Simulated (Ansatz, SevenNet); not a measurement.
Antifluorite Mg2Sn, lattice constant a

Reference value: 6.766 Å (measured, temperature not stated, not corrected to a static lattice; as tabulated in Freccero, Grin, Wagner, Dalton Trans. (2023), ESI).

```tsv
level (code)	value (Å)	difference (%)
SevenNet-l3i5	6.813	+0.69
LDA (Ansatz)	6.663	-1.52
PBE (Ansatz)	6.816	+0.74
PBEsol+SOC (Ansatz)	6.745	-0.31
PBE-D3(BJ) (Ansatz)	6.713	-0.78
PBE-D4 (Ansatz)	6.740	-0.38
HSE06 (Ansatz)	6.766	0.00
```

The reference's temperature isn't stated, so close values are not ranked against it.

The reference isn't brought to a static lattice, while the calculations are for one, so the differences are not the levels' errors alone. A static lattice is as a rule a little smaller than the measured one.  LDA, PBE, PBEsol+SOC, PBE-D3(BJ), PBE-D4: the gap of the solid is closed in this run. Cutoffs and k meshes differ between the levels. Ansatz's density-functional and Hartree–Fock values are scalar-relativistic unless marked +SOC, with PAW data made under PBE.

Machine-learned potentials (SevenNet-l3i5) are trained on DFT data: a solid inside that data is no test of them.

Differences are worked out from the printed values.

Ansatz is an electronic-structure program.
